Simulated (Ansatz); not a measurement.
in.yaml

```yaml
crystal:
  periodic: [false, false, false]
  atoms:
    - {symbol: Sn, position_ang: [0.000000, 0.000000, 0.000000]}
    - {symbol: H, position_ang: [0.000000, 0.000000, 2.625000]}
basis:
  gaussian: {orbitals: def2-TZVPP}
total_charge: 1
magnetization: {spin_polarized: false, initial_magnetization: 2}
correlation: {method: fci, electrons: outside_noble_gas}
```

```sh
$ ansatz run in.yaml --threads 1 --pin off --events-out ev --progress --plain --max-ram 2393MiB
```

Question: Roughly how long does this take on 1 thread of Arm Neoverse V1, shared host, and how much host memory?

Answer: 8 s wall and 0.19 GiB.

```
935 factors; integrals over basis functions are off by at most 1.7e-7 eV
mean field evaluation 1: about -5811.2151 eV, gradient 7.5e0 eV
mean field evaluation 2: about -5811.2184 eV, gradient 7.5e0 eV
mean field evaluation 4: about -5812.0149 eV, gradient 1.2e0 eV
mean field evaluation 8: about -5812.0321 eV, gradient 1.8e-1 eV
mean field evaluation 16: about -5809.2602 eV, gradient 2.1e1 eV
mean field evaluation 32: about -5810.8862 eV, gradient 5.5e0 eV
mean field evaluation 64: about -5811.2547 eV, gradient 3.0e-1 eV
mean field -5812.03265534 eV, -213.5882605466 hartree, gradient 2.8e-6 eV, S^2 2.000000; 9 other end points of the search recorded, 0 dependent functions left out
mean field evaluation 96: about -5812.0483 eV, gradient 1.3e0 eV
mean field evaluation 128: about -5811.3292 eV, gradient 3.5e-1 eV
determinant -5812.03265534 eV, -213.5882605466 hartree, with singles and doubles -5813.42776828 eV, -213.6395300014 hartree
determinant -5811.25167896 eV, -213.5595601939 hartree, with singles and doubles -5812.63045278 eV, -213.6102291973 hartree
9 core orbitals not correlated: weight in the atoms' cores, before any rotation towards them, 1.000 or more for the frozen orbitals, at most 0.000 for the correlated occupied ones
reference -5812.03265534 eV, -213.5882605466 hartree; 3, 1 occupied and 52, 54 virtual orbitals, 935 factors
state -5813.42980400 eV, -213.6396048127 hartree
Total energy: -5813.42980400 eV, -213.6396048127 hartree
```
